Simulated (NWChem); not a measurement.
disilane (Si₂H₆); SMILES [SiH3][SiH3]

Computed with NWChem. Pople sets run with spherical d functions. Geometry: optimised at PBE-D3(BJ)/def2-SVP. Solvent water, SMD (1 M gas to 1 M solution), gas-phase geometry. Reactions with the solvent are ignored.

```
level            basis functions  solvation free energy (kcal/mol)  cavity-dispersion-structure term (kcal/mol)
---------------  ---------------  --------------------------------  -------------------------------------------
PBE0/STO-3G                   24                               3.1                                          3.3
PBE0/3-21G                    38                               3.2                                          3.3
PBE0/6-31G*                   48                               3.1                                          3.3
PBE0/6-31+G*                  56                               3.1                                          3.3
PBE0/6-311G**                 88                               3.1                                          3.3
PBE0/6-311++G**              102                               3.1                                          3.3
```
